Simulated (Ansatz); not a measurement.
A nudged elastic band was laid between two geometries of C$_{3}$H$_{4}$FNO (10 atoms, charge 0, multiplicity 1).

These are results of RKS BHLYP-D4/def2-SVP in Ansatz, not measurements.

```json
{
 "movable images": "3",
 "climbing image": "yes",
 "spring": "5.0 eV/Å²",
 "optimiser": "quadratic models (default)",
 "start path": "through a guess of the saddle point",
 "force threshold": "0.05 eV/Å",
 "iteration limit": "60",
 "end points": "relaxed"
}
```

First end point:

```xyz
10
Properties=species:S:1:pos:R:3
O -0.407 -1.520 -0.901
C 0.307 -0.790 0.002
F 1.491 -0.376 -0.547
C -0.507 0.414 0.383
C -0.070 1.746 0.055
N 0.141 1.457 1.241
H 0.030 -2.354 -1.058
H 0.580 -1.380 0.888
H -1.554 0.186 0.578
H 0.071 2.566 -0.638
```

Last end point:

```xyz
10
Properties=species:S:1:pos:R:3
O 0.423 -0.815 -1.206
C 0.091 -0.896 0.113
F 1.109 -1.478 0.821
C -0.170 0.478 0.655
C -0.394 1.611 -0.205
N 0.753 1.593 0.256
H 0.588 -1.691 -1.546
H -0.785 -1.539 0.281
H -0.513 0.478 1.690
H -1.019 2.207 -0.860
```

**Question.** Which bonds break or form, and what moves?

**Answer.** No bond is made or broken. The dihedral F3–C2–C4–H9 goes from 165 to -63°.

**Question.** What energy profile does the band end with?

**Answer.** The run converged. The highest image is number 2 of 0 to 4, 10.7 kJ/mol above the first end and 5.6 kJ/mol above the last; the last end lies 5.2 kJ/mol above the first. Another band between the same ends (9 images) ends at a top of the same energy, where a vibrational analysis finds 1 clearly imaginary mode. So few images can step over the top or miss a turn of the path.

```tsv
image	path coordinate (Å)	energy (kJ/mol)	dihedral F3–C2–C4–H9 (°)
0	0.00	0.0	165
1	1.07	5.1	-162
2	2.14	10.7	-127
3	3.05	8.2	-95
4	3.97	5.2	-63
```

**Question.** What is the geometry of the highest image?

**Answer.** 
```xyz
10
Properties=species:S:1:pos:R:3
O -0.078 -1.034 -1.191
C 0.219 -0.867 0.135
F 1.574 -0.838 0.290
C -0.386 0.431 0.612
C -0.251 1.624 -0.180
N 0.532 1.606 0.779
H 0.322 -1.846 -1.502
H -0.141 -1.706 0.744
H -1.192 0.330 1.338
H -0.517 2.250 -1.023
```

The run took 64 s on 2 threads of Arm Neoverse V1, on a shared host, peak memory 0.23 GiB.
